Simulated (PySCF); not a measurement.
# C2H5F: NMR shifts at several levels of theory, part 2 of 2

PySCF 2.14.0. Atoms count from 0. Earlier steps stand in the parts before.

**10. Shielding tensors: KT3/pcSseg-2**

The job: settings as JSON, then the geometry in Å.

```
{"job": {"kind": "nmr", "xc": "KT3", "basis": "pcSseg-2", "pop": false}, "charge": 0, "multiplicity": 1}
C      0.700427    -0.058610    -0.357343
C     -0.631185    -0.022702     0.346735
F     -1.263012     1.175171     0.113040
H      1.207774    -1.018071    -0.174845
H      0.568960     0.062187    -1.442956
H      1.352444     0.751598     0.001666
H     -0.507326    -0.140201     1.437835
H     -1.289862    -0.835031    -0.007838
```

Method: GIAO KT3/pcSseg-2 NMR shielding, non-relativistic, gas phase.

Output:

```text
coarse grid: 6360 points
cycle   1  E = -181.5028694125  dE =  7.922e-02  |g| = 6.511e-01  |ddm| = 1.607e+00
cycle   2  E = -181.3329405066  dE =  1.699e-01  |g| = 1.198e+00  |ddm| = 1.551e+00
cycle   3  E = -181.5750578404  dE = -2.421e-01  |g| = 1.276e-01  |ddm| = 1.224e+00
cycle   4  E = -181.5780457616  dE = -2.988e-03  |g| = 4.924e-02  |ddm| = 9.810e-02
cycle   5  E = -181.5786011780  dE = -5.554e-04  |g| = 7.326e-03  |ddm| = 3.123e-02
cycle   6  E = -181.5786115042  dE = -1.033e-05  |g| = 1.393e-03  |ddm| = 5.832e-03
cycle   7  E = -181.5786118559  dE = -3.517e-07  |g| = 6.179e-04  |ddm| = 1.418e-03
final grid: 60880 points
cycle   8  E = -181.5803737881  dE = -2.345e-04  |g| = 1.709e-02  |ddm| = 8.774e-02
cycle   9  E = -181.5802722114  dE =  1.016e-04  |g| = 3.076e-02  |ddm| = 2.366e-02
cycle  10  E = -181.5804125012  dE = -1.403e-04  |g| = 1.447e-03  |ddm| = 1.691e-02
cycle  11  E = -181.5804128526  dE = -3.515e-07  |g| = 5.434e-04  |ddm| = 1.069e-03
cycle  12  E = -181.5804129268  dE = -7.419e-08  |g| = 1.202e-04  |ddm| = 4.525e-04
cycle  13  E = -181.5804129301  dE = -3.321e-09  |g| = 1.827e-05  |ddm| = 1.067e-04
cycle  14  E = -181.5804129302  dE = -7.270e-11  |g| = 2.982e-06  |ddm| = 1.382e-05
converged SCF energy = -181.5804129302

GIAO shielding tensors (ppm)
atom      isotropic    diamagn.    paramagn.     s11        s22        s33       span
  0 C      162.140     242.645     -80.505    145.653    160.968    179.797     34.144
  1 C       97.937     236.645    -138.708     57.985     77.582    158.246    100.261
  2 F      391.248     468.718     -77.470    366.294    373.775    433.675     67.381
  3 H       30.335      29.620       0.715     27.305     27.703     35.997      8.692
  4 H       29.978      29.582       0.396     26.965     28.187     34.783      7.817
  5 H       29.976      29.593       0.384     26.959     28.183     34.786      7.827
  6 H       26.848      28.867      -2.020     22.762     27.231     30.551      7.789
  7 H       26.850      28.861      -2.011     22.758     27.238     30.555      7.797
```

Wall time 12 s (1 thread of Arm Neoverse V1, shared host); peak memory 0.59 GiB.

In short: δ C1 83.4, C0 19.2, F2 -244.3, H6 4.50, H3 1.26 ppm (means over like atoms).

**11. Nuclear shieldings: B97-D/pcSseg-2**

Same as in step 10 but for these lines:

```diff
@@ -1,2 +1,2 @@
-{"job": {"kind": "nmr", "xc": "KT3", "basis": "pcSseg-2", "pop": false}, "charge": 0, "multiplicity": 1}
+{"job": {"kind": "nmr", "xc": "B97-D", "basis": "pcSseg-2", "pop": false}, "charge": 0, "multiplicity": 1}
 C      0.700427    -0.058610    -0.357343
```

Method: GIAO B97-D/pcSseg-2 NMR shielding, non-relativistic, gas phase.

Output:

```text
coarse grid: 6360 points
cycle   1  E = -178.9704490333  dE =  6.281e-02  |g| = 5.973e-01  |ddm| = 1.668e+00
cycle   2  E = -178.8427091004  dE =  1.277e-01  |g| = 1.069e+00  |ddm| = 1.212e+00
cycle   3  E = -179.0321997032  dE = -1.895e-01  |g| = 1.204e-01  |ddm| = 9.073e-01
cycle   4  E = -179.0347238414  dE = -2.524e-03  |g| = 4.364e-02  |ddm| = 8.161e-02
cycle   5  E = -179.0351394656  dE = -4.156e-04  |g| = 6.131e-03  |ddm| = 2.514e-02
cycle   6  E = -179.0351465583  dE = -7.093e-06  |g| = 1.064e-03  |ddm| = 4.869e-03
final grid: 60880 points
cycle   7  E = -179.0303931036  dE = -9.490e-05  |g| = 1.247e-02  |ddm| = 4.672e-02
cycle   8  E = -179.0303342792  dE =  5.882e-05  |g| = 2.331e-02  |ddm| = 1.661e-02
cycle   9  E = -179.0304141430  dE = -7.986e-05  |g| = 8.150e-04  |ddm| = 1.172e-02
cycle  10  E = -179.0304142438  dE = -1.009e-07  |g| = 3.126e-04  |ddm| = 4.986e-04
cycle  11  E = -179.0304142666  dE = -2.273e-08  |g| = 4.953e-05  |ddm| = 2.217e-04
cycle  12  E = -179.0304142670  dE = -4.839e-10  |g| = 9.313e-06  |ddm| = 3.224e-05
converged SCF energy = -179.0304142670

GIAO shielding tensors (ppm)
atom      isotropic    diamagn.    paramagn.     s11        s22        s33       span
  0 C      159.845     243.120     -83.274    143.296    158.958    177.282     33.985
  1 C       94.054     236.843    -142.789     53.151     72.842    156.170    103.019
  2 F      397.286     468.319     -71.033    368.581    383.647    439.629     71.048
  3 H       30.381      29.645       0.736     27.403     27.787     35.954      8.551
  4 H       29.991      29.600       0.391     27.026     28.255     34.691      7.665
  5 H       29.989      29.608       0.381     27.020     28.251     34.694      7.674
  6 H       26.833      28.812      -1.979     22.772     27.263     30.465      7.693
  7 H       26.835      28.808      -1.973     22.768     27.270     30.469      7.702
```

Run time: 11 s. Hardware: 1 thread of Arm Neoverse V1, shared host; peak memory 0.54 GiB.

This run: δ C1 85.0, C0 19.2, F2 -243.1, H6 4.56, H3 1.28 ppm (means over like atoms).

**12. Nuclear shieldings: B3LYP/pcSseg-2**

Same as in step 11 but for these lines:

```diff
@@ -1,2 +1,2 @@
-{"job": {"kind": "nmr", "xc": "B97-D", "basis": "pcSseg-2", "pop": false}, "charge": 0, "multiplicity": 1}
+{"job": {"kind": "nmr", "xc": "B3LYP", "basis": "pcSseg-2", "pop": false}, "charge": 0, "multiplicity": 1}
 C      0.700427    -0.058610    -0.357343
```

With the program's defaults for keys left out, this is: GIAO B3LYP/pcSseg-2 NMR shielding, non-relativistic, gas phase.

Output:

```text
coarse grid: 6360 points
cycle   1  E = -179.0965431198  dE =  8.238e-02  |g| = 5.177e-01  |ddm| = 1.636e+00
cycle   2  E = -179.0494385315  dE =  4.710e-02  |g| = 7.738e-01  |ddm| = 7.501e-01
cycle   3  E = -179.1423217078  dE = -9.288e-02  |g| = 7.411e-02  |ddm| = 4.763e-01
cycle   4  E = -179.1431750607  dE = -8.534e-04  |g| = 2.879e-02  |ddm| = 4.636e-02
cycle   5  E = -179.1433564687  dE = -1.814e-04  |g| = 3.770e-03  |ddm| = 1.742e-02
cycle   6  E = -179.1433589963  dE = -2.528e-06  |g| = 2.833e-04  |ddm| = 2.421e-03
final grid: 60880 points
cycle   7  E = -179.1447270315  dE = -5.548e-05  |g| = 5.662e-03  |ddm| = 2.533e-02
cycle   8  E = -179.1447211256  dE =  5.906e-06  |g| = 8.139e-03  |ddm| = 6.110e-03
cycle   9  E = -179.1447332468  dE = -1.212e-05  |g| = 7.743e-04  |ddm| = 3.671e-03
cycle  10  E = -179.1447333265  dE = -7.967e-08  |g| = 3.107e-04  |ddm| = 6.300e-04
cycle  11  E = -179.1447333446  dE = -1.816e-08  |g| = 2.803e-05  |ddm| = 1.914e-04
cycle  12  E = -179.1447333448  dE = -1.145e-10  |g| = 5.330e-06  |ddm| = 1.719e-05
converged SCF energy = -179.1447333448

GIAO shielding tensors (ppm)
atom      isotropic    diamagn.    paramagn.     s11        s22        s33       span
  0 C      160.056     240.338     -80.283    142.527    159.895    177.745     35.218
  1 C       94.700     234.374    -139.674     54.023     73.150    156.928    102.905
  2 F      404.314     467.823     -63.509    375.256    390.367    447.320     72.064
  3 H       30.394      29.512       0.883     27.339     27.717     36.128      8.789
  4 H       29.951      29.410       0.541     26.883     28.166     34.803      7.920
  5 H       29.948      29.415       0.534     26.877     28.162     34.807      7.930
  6 H       26.925      28.741      -1.816     22.876     27.332     30.568      7.692
  7 H       26.928      28.740      -1.812     22.871     27.339     30.572      7.701
```

It took 7.3 s on 1 thread of Arm Neoverse V1, shared host; peak memory 0.69 GiB.

In short: δ C1 84.5, C0 19.1, F2 -234.6, H6 4.46, H3 1.29 ppm (means over like atoms).

**13. Nuclear shieldings: PBE0/pcSseg-2**

Same as in step 12 but for these lines:

```diff
@@ -1,2 +1,2 @@
-{"job": {"kind": "nmr", "xc": "B3LYP", "basis": "pcSseg-2", "pop": false}, "charge": 0, "multiplicity": 1}
+{"job": {"kind": "nmr", "xc": "PBE0", "basis": "pcSseg-2", "pop": false}, "charge": 0, "multiplicity": 1}
 C      0.700427    -0.058610    -0.357343
```

Level: GIAO PBE0/pcSseg-2 NMR shielding, non-relativistic, gas phase.

Output:

```text
coarse grid: 6360 points
cycle   1  E = -178.8997405157  dE =  8.948e-02  |g| = 4.759e-01  |ddm| = 1.640e+00
cycle   2  E = -178.8710408404  dE =  2.870e-02  |g| = 6.643e-01  |ddm| = 6.219e-01
cycle   3  E = -178.9386820823  dE = -6.764e-02  |g| = 5.912e-02  |ddm| = 3.731e-01
cycle   4  E = -178.9392146736  dE = -5.326e-04  |g| = 2.400e-02  |ddm| = 3.643e-02
cycle   5  E = -178.9393409138  dE = -1.262e-04  |g| = 3.150e-03  |ddm| = 1.470e-02
cycle   6  E = -178.9393426927  dE = -1.779e-06  |g| = 2.625e-04  |ddm| = 2.006e-03
final grid: 60880 points
cycle   7  E = -178.9397855384  dE = -6.236e-05  |g| = 6.076e-03  |ddm| = 2.475e-02
cycle   8  E = -178.9397814522  dE =  4.086e-06  |g| = 7.779e-03  |ddm| = 6.798e-03
cycle   9  E = -178.9397937193  dE = -1.227e-05  |g| = 8.525e-04  |ddm| = 3.712e-03
cycle  10  E = -178.9397938169  dE = -9.761e-08  |g| = 3.040e-04  |ddm| = 6.180e-04
cycle  11  E = -178.9397938315  dE = -1.459e-08  |g| = 2.620e-05  |ddm| = 1.578e-04
cycle  12  E = -178.9397938316  dE = -1.016e-10  |g| = 4.822e-06  |ddm| = 1.823e-05
converged SCF energy = -178.9397938316

GIAO shielding tensors (ppm)
atom      isotropic    diamagn.    paramagn.     s11        s22        s33       span
  0 C      165.645     242.506     -76.861    148.651    165.859    182.425     33.774
  1 C      101.200     236.426    -135.226     60.905     79.587    163.108    102.203
  2 F      409.751     466.851     -57.099    379.103    397.527    452.624     73.521
  3 H       30.303      29.410       0.893     27.070     27.487     36.353      9.283
  4 H       29.851      29.351       0.500     26.607     27.947     34.999      8.392
  5 H       29.849      29.358       0.491     26.602     27.943     35.002      8.401
  6 H       26.838      28.702      -1.864     22.715     27.177     30.622      7.907
  7 H       26.840      28.698      -1.858     22.711     27.184     30.626      7.915
```

Run time: 7.2 s. Hardware: 1 thread of Arm Neoverse V1, shared host; peak memory 0.69 GiB.

This run: δ C1 82.9, C0 18.5, F2 -233.9, H6 4.41, H3 1.24 ppm (means over like atoms).

**14. NMR shieldings: mPW1PW91/pcSseg-2**

Same as in step 13 but for these lines:

```diff
@@ -1,2 +1,2 @@
-{"job": {"kind": "nmr", "xc": "PBE0", "basis": "pcSseg-2", "pop": false}, "charge": 0, "multiplicity": 1}
+{"job": {"kind": "nmr", "xc": "mPW1PW91", "basis": "pcSseg-2", "pop": false}, "charge": 0, "multiplicity": 1}
 C      0.700427    -0.058610    -0.357343
```

Method: GIAO mPW1PW91/pcSseg-2 NMR shielding, non-relativistic, gas phase.

Output:

```text
coarse grid: 6360 points
cycle   1  E = -179.0529052115  dE =  8.937e-02  |g| = 4.901e-01  |ddm| = 1.635e+00
cycle   2  E = -179.0222006470  dE =  3.070e-02  |g| = 6.858e-01  |ddm| = 6.336e-01
cycle   3  E = -179.0936384395  dE = -7.144e-02  |g| = 6.013e-02  |ddm| = 3.845e-01
cycle   4  E = -179.0941974129  dE = -5.590e-04  |g| = 2.407e-02  |ddm| = 3.707e-02
cycle   5  E = -179.0943253633  dE = -1.280e-04  |g| = 3.198e-03  |ddm| = 1.474e-02
cycle   6  E = -179.0943271940  dE = -1.831e-06  |g| = 2.591e-04  |ddm| = 2.078e-03
final grid: 60880 points
cycle   7  E = -179.0942777674  dE = -5.868e-05  |g| = 4.939e-03  |ddm| = 2.219e-02
cycle   8  E = -179.0942751273  dE =  2.640e-06  |g| = 6.316e-03  |ddm| = 5.454e-03
cycle   9  E = -179.0942830444  dE = -7.917e-06  |g| = 6.902e-04  |ddm| = 2.957e-03
cycle  10  E = -179.0942831043  dE = -5.994e-08  |g| = 2.834e-04  |ddm| = 5.199e-04
cycle  11  E = -179.0942831175  dE = -1.315e-08  |g| = 2.458e-05  |ddm| = 1.534e-04
cycle  12  E = -179.0942831176  dE = -9.027e-11  |g| = 3.903e-06  |ddm| = 1.672e-05
converged SCF energy = -179.0942831176

GIAO shielding tensors (ppm)
atom      isotropic    diamagn.    paramagn.     s11        s22        s33       span
  0 C      164.941     242.799     -77.858    148.136    165.109    181.578     33.442
  1 C      100.570     236.693    -136.123     60.291     79.116    162.304    102.014
  2 F      410.208     467.016     -56.808    380.033    398.365    452.226     72.193
  3 H       30.355      29.430       0.925     27.138     27.553     36.373      9.235
  4 H       29.898      29.367       0.531     26.669     28.011     35.013      8.344
  5 H       29.896      29.374       0.521     26.663     28.007     35.016      8.353
  6 H       26.900      28.700      -1.800     22.799     27.231     30.669      7.870
  7 H       26.902      28.697      -1.794     22.795     27.238     30.674      7.878
```

It took 7.2 s on 1 thread of Arm Neoverse V1, shared host; peak memory 0.69 GiB.

Key values: δ C1 83.0, C0 18.6, F2 -233.0, H6 4.39, H3 1.24 ppm (means over like atoms).

**15. Side by side: NMR shifts**

Shifts (ppm), means over like atoms, with basis size and wall time (the measured row can stand on another reference than the computed rows):

| run | C1 | C0 | H6 | H3 | F2 | functions | time |
| --- | --- | --- | --- | --- | --- | --- | --- |
| HF/pcSseg-2 | 74.7 | 18.7 | 4.11 | 1.32 | -192.6 | 178 | 3.3 s |
| LDA/pcSseg-2 | 87.9 | 17.5 | 4.68 | 1.23 | -262.6 | 178 | 9.2 s |
| PBE/pcSseg-2 | 86.3 | 18.8 | 4.59 | 1.24 | -251.7 | 178 | 11 s |
| BLYP/pcSseg-2 | 87.3 | 19.5 | 4.61 | 1.29 | -248.1 | 178 | 11 s |
| BP86/pcSseg-2 | 85.9 | 18.7 | 4.57 | 1.24 | -253.0 | 178 | 11 s |
| OPBE/pcSseg-2 | 83.8 | 18.6 | 4.52 | 1.21 | -242.8 | 178 | 12 s |
| KT2/pcSseg-2 | 83.6 | 18.5 | 4.54 | 1.23 | -256.7 | 178 | 12 s |
| KT3/pcSseg-2 | 83.4 | 19.2 | 4.50 | 1.26 | -244.3 | 178 | 12 s |
| B97-D/pcSseg-2 | 85.0 | 19.2 | 4.56 | 1.28 | -243.1 | 178 | 11 s |
| B3LYP/pcSseg-2 | 84.5 | 19.1 | 4.46 | 1.29 | -234.6 | 178 | 7.3 s |
| PBE0/pcSseg-2 | 82.9 | 18.5 | 4.41 | 1.24 | -233.9 | 178 | 7.2 s |
| mPW1PW91/pcSseg-2 | 83.0 | 18.6 | 4.39 | 1.24 | -233.0 | 178 | 7.2 s |
| measured | 80.1 | 15.8 | 4.55 | 1.35 | -211.5 | – | – |

Measured: solution, not stated per compound (mostly CDCl3 or CCl4); Pretsch, Buehlmann, Badertscher, Structure Determination of Organic Compounds, 4th ed. (2009); G. Saielli, R. Bini, A. Bagno, Computational 19F NMR. 2. Organic compounds, RSC Adv. 2014, ESI (exp. from Berger-Braun-Kalinowski 1994 and Everett 1995).

**16. What came out**

The summary covers parts 1 to 2.

```
                                                            quantity                                                                                        value
                                                         point group                                                                                           Cs
                                rotational constants (main isotopes)                                                                        36.57, 9.44, 8.29 GHz
                                ¹³C shifts against TMS (HF/pcSseg-2)                                                                               74.7, 18.7 ppm
¹H shifts against TMS (HF/pcSseg-2, means over atoms taken as alike)                                                                               4.11, 1.32 ppm
                              ¹⁹F shifts against CFCl3 (HF/pcSseg-2)                                                                                   -192.6 ppm
                            measured, and computed on the same scale  C1 δ 80.1, 74.7; C0 δ 15.8, 18.7; H6 δ 4.55, 4.11; H3 δ 1.35, 1.32; F2 δ -211.5, -192.6 ppm
                                            range of the shift of F2                                                                         -262.6 to -192.6 ppm
```

In words: Single values in the summary come from the first run of each kind that ended normally (HF/pcSseg-2), which need not be the best level. C1 (sp3 CH2 bonded to F) lies farthest downfield among carbon, at 74.7 ppm; pulled downfield by the heteroatom. At HF/pcSseg-2: The widest tensor belongs to C1: span 89 ppm, with a paramagnetic part of -117 ppm. 2 measured ¹H shifts can be compared: mean absolute error 0.24 ppm, mean signed error -0.24 ppm. The one measured ¹⁹F shift is missed by +18.9 ppm (computed less measured, unscaled). Vibration, temperature and solvent are missing from the calculation, so part of the miss against the measured shifts is not the functional's. For the 2 measured ¹³C shifts, PBE0/pcSseg-2 misses least (2.8 ppm, 7.2 s) and BLYP/pcSseg-2 most (5.5 ppm, 11 s); the quickest, HF/pcSseg-2, misses by 4.2 ppm in 3.3 s. One molecule ranks no method: errors cancel, and vibration and temperature are missing from all runs.
